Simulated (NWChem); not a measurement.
System: CH3, doublet; SMILES [CH3]

All runs: NWChem. Spin-unrestricted. In the optimisation the excess spin sits in a2" (D3h, its own frame). Geometry: optimised at PBE0/def2-SVP, spin-unrestricted. No stability test was run on the SCF state. Total energies compare along this basis series because the functional is fixed.

```json
[
 {"level": "UHF/def2-SVP", "basis functions": "29", "energy (Ha)": "-39.5328", "highest occupied level (eV)": "-10.52", "lowest empty minus highest occupied level, either spin (eV)": "14.37", "<S²>": "0.762"},
 {"level": "UHF/def2-SVPD", "basis functions": "44", "energy (Ha)": "-39.5338", "highest occupied level (eV)": "-10.52", "lowest empty minus highest occupied level, either spin (eV)": "13.29", "<S²>": "0.762"},
 {"level": "UHF/def2-TZVP", "basis functions": "49", "energy (Ha)": "-39.5771", "highest occupied level (eV)": "-10.48", "lowest empty minus highest occupied level, either spin (eV)": "13.46", "<S²>": "0.762"},
 {"level": "UHF/def2-TZVPP", "basis functions": "73", "energy (Ha)": "-39.5781", "highest occupied level (eV)": "-10.48", "lowest empty minus highest occupied level, either spin (eV)": "13.46", "<S²>": "0.762"},
 {"level": "UHF/def2-QZVP", "basis functions": "147", "energy (Ha)": "-39.5801", "highest occupied level (eV)": "-10.48", "lowest empty minus highest occupied level, either spin (eV)": "13.01", "<S²>": "0.762"}
]
```
